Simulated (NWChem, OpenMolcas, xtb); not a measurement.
**A ladder of methods for AlHF (SMILES [F][AlH])**

AlHF: 3 atoms, total charge 0, spin state doublet. SMILES: `[F][AlH]`. The shape is that of a PBE0-D4/def2-TZVP optimisation.

```xyz
3

F     0.9071    0.8932    0.5856
Al   -0.4325    0.3180   -0.1995
H    -0.4854   -1.2761   -0.3993
```

Quantity: the dipole moment, in D. The values are calculated.

```
                                                     level            kind     program  value (D)   CPU time
                                                  GFN2-xTB  semi-empirical         xtb       2.01  under 2 s
                                                  GFN0-xTB  semi-empirical         xtb       3.57  under 2 s
                                                  GFN1-xTB  semi-empirical         xtb       2.91  under 2 s
                                                UHF/STO-3G    Hartree–Fock  OpenMolcas       2.11      1.6 s
                                                 UHF/3-21G    Hartree–Fock  OpenMolcas       2.06      1.7 s
                                              UHF/def2-SVP    Hartree–Fock  OpenMolcas       1.97      1.9 s
                                           UHF/aug-pcseg-1    Hartree–Fock  OpenMolcas       1.79      2.3 s
UGAM/STO-3G (density fitting with weigend coulomb fitting)             GGA      NWChem          ?      2.6 s
                                             UPBE/6-311G**             GGA  OpenMolcas       1.52      7.8 s
                                           UBP86/def2-SVPD             GGA  OpenMolcas          ?      9.4 s
```

Question: Estimate what the levels marked ? give.

Answer: As computed at these levels: UGAM/STO-3G (density fitting with weigend coulomb fitting): 1.49 D; UBP86/def2-SVPD: 1.58 D. The values span 1.49 to 3.57 D. Sets without polarisation functions give poor dipoles. Times are those of the runs behind each value, whatever else they computed, on shared processors of several kinds: orders of magnitude only.
